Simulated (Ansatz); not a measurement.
# Worked example: correlation energy of AlP⁺, quartet

Geometry: that of the AlP, triplet, kept fixed.

```xyz
2

Al    0.0000    0.0000    0.0000
P     0.0000    0.0000    2.2080
```

Basis 6-31G; Ansatz 0.2.0. Only valence electrons are correlated (noble-gas cores frozen), which leaves 7 electrons in 16 orbitals. R marks a restricted (for open shells ROHF) determinant, U an unrestricted one.

Full CI is exact within this basis and frozen core; it isn't the basis-set limit. The frozen core follows each run's orbitals, which can shift R against U totals by a few meV.

Runs differ by some tens of microhartree through their thresholds and, for an open shell, their frozen cores, so steps under 0.1 kcal/mol mean nothing.

| level | total energy (hartree) |
| --- | --- |
| UHF | -582.300716 |
| UMP2 | -582.340056 |
| UCCSD | -582.360591 |
| UCCSD(T) | -582.361956 |
| UCCSDT | -582.362482 |
| UCCSDT(Q) | -582.362535 |
| UCCSDTQ | -582.362519 |
| full CI | -582.362512 |

Q: What is the correlation energy at full CI, and what share of it do UMP2 and UCCSD recover?

A: E(corr) = -582.362512 − (-582.300716) = -0.061796 hartree = -1.682 eV. UMP2: -0.039340 / -0.061796 = 63.66 %. UCCSD: -0.059875 / -0.061796 = 96.89 %.

Q: By how many kcal/mol does UCCSD(T) miss full CI (1 hartree = 627.509 kcal/mol), and which steps make up the rest?

A: -582.361956 − (-582.362512) = 0.000556 hartree = 0.35 kcal/mol. Steps: UCCSDT − UCCSD(T) = -0.33, UCCSDT(Q) − UCCSDT = -0.03, UCCSDTQ − UCCSDT(Q) = 0.01, full CI − UCCSDTQ = 0.00 kcal/mol. That is within 1 kcal/mol of the reference in this basis, which itself misses far more of the correlation at the basis-set limit.
